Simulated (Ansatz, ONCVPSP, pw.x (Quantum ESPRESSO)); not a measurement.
# pw.x on bcc Ta: one setting changed

Potential: optimised norm-conserving Vanderbilt (ONCV), ONCVPSP 4.0.1, PBE; core [Kr] 4d10 4f14 5s2, reference 5p6 5d3 6s2; waves: 6s: rc 2.90 bohr, ncon 3, nbas 8, qcut 2.1 1/bohr, 2 projectors, debl 2 Ha; 5p: rc 2.10 bohr, ncon 5, nbas 9, qcut 6.3 1/bohr, 2 projectors, debl 4 Ha; 5d: rc 2.95 bohr, ncon 5, nbas 10, qcut 4.2 1/bohr, 2 projectors, debl 1.7 Ha; local part: polynomial inside 1.65 bohr (lpopt 2, dvloc0 2 Ha); core correction: Teter function, fcfact 6, rcfact 1.2.

The reference run (k-mesh 14³, cutoffs 55/220 Ry, Fermi–Dirac 0.01 Ry, mixing_beta 0.4, conv_thr 1e-9, no spin) gives 0.13 GPa at 18.192 Å³/atom, where all-electron LAPW gives 1.22 GPa. This run, with its own iteration cap, changes mixing_beta to 0.2.

```
&control
  calculation='scf', prefix='x', pseudo_dir='./', outdir='./tmp', tstress=.true., disk_io='none'
/
&system
  ibrav=0, nat=1, ntyp=1, ecutwfc=55, ecutrho=220, nbnd=13,
  occupations='smearing', smearing='fd', degauss=0.01
/
&electrons
  conv_thr=1e-09, mixing_beta=0.2, electron_maxstep=50
/
ATOMIC_SPECIES
Ta 1.0 Ta.UPF
CELL_PARAMETERS angstrom
  -1.65681297 1.65681297 1.65681297
  1.65681297 -1.65681297 1.65681297
  1.65681297 1.65681297 -1.65681297
ATOMIC_POSITIONS crystal
Ta 0.0000 0.0000 0.0000
K_POINTS automatic
14 14 14 0 0 0
```

```bash
pw.x < Ta.scf.in > Ta.scf.out
```

Problem. How does the run end?

Solution. It converges in 9 iterations; the free energy moves by +0.0 meV/atom and the pressure by +0.00 GPa. The result is that of the reference run.

```
Message from routine setup:
     using ibrav=0 with symmetry is DISCOURAGED, use correct ibrav instead
     lattice parameter (alat)  =       5.4229  a.u.
     unit-cell volume          =     122.7657 (a.u.)^3
     number of electrons       =        11.00
     number of Kohn-Sham states=           13
     kinetic-energy cutoff     =      55.0000  Ry
     charge density cutoff     =     220.0000  Ry
     scf convergence threshold =      1.0E-09
     Exchange-correlation= PBE
     number of k points=   104  Fermi-Dirac smearing, width (Ry)=  0.0100
     iteration #  1     ecut=    55.00 Ry     beta= 0.20
     total energy              =     -85.26895129 Ry
     estimated scf accuracy    <       0.02273309 Ry
     iteration #  2     ecut=    55.00 Ry     beta= 0.20
     total energy              =     -85.26359103 Ry
     estimated scf accuracy    <       0.01195455 Ry
     iteration #  3     ecut=    55.00 Ry     beta= 0.20
     total energy              =     -85.26526972 Ry
     estimated scf accuracy    <       0.00030527 Ry
     [... 3 iterations left out ...]
     iteration #  7     ecut=    55.00 Ry     beta= 0.20
     total energy              =     -85.26528726 Ry
     estimated scf accuracy    <          6.7E-09 Ry
     iteration #  8     ecut=    55.00 Ry     beta= 0.20
     total energy              =     -85.26528726 Ry
     estimated scf accuracy    <          3.0E-09 Ry
     iteration #  9     ecut=    55.00 Ry     beta= 0.20
     the Fermi energy is    17.1266 ev
!    total energy              =     -85.26528726 Ry
     estimated scf accuracy    <          1.1E-12 Ry
     smearing contrib. (-TS)   =      -0.00561362 Ry
     The total energy is F=E-TS. E is the sum of the following terms:
     one-electron contribution =      -1.47292417 Ry
     hartree contribution      =       7.42114527 Ry
     xc contribution           =     -20.88561556 Ry
     ewald contribution        =     -70.32227918 Ry
     convergence has been achieved in   9 iterations
          total   stress  (Ry/bohr**3)                   (kbar)     P=        1.30
     Message from routine punch:
     Nothing written, as per user request (disk_io='none')
```

The run took about 10 s on one core of a shared host (Intel(R) Xeon(R) 6975P-C, 192 threads, 378 GiB, load 143).
